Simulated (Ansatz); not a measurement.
# singlet AlO(-): levels of theory in one basis

```yaml
atoms:
  - { symbol: Al, position_ang: [-0.0225, -0.0280, -0.8548] }
  - { symbol: O, position_ang: [-0.0122, 0.0441, 0.8401] }
```

Basis set: def2-SVP (spherical functions). Left uncorrelated: 6 orbitals. Charge -1, multiplicity 1.

Computed with Ansatz (development build ahead of 0.2.0); each method stands on the lowest determinant of its kind that the runs found.

| method | E − E(RHF) (eV) | <S²> of the determinant |
| --- | --- | --- |
| RHF | 0.00 | – |
| RHF-MP2 | -7.20 | – |

Task: What does RHF-CCSD(T) give on the same scale?

Result: -7.57 eV.

Caution: no diffuse functions for an anion.
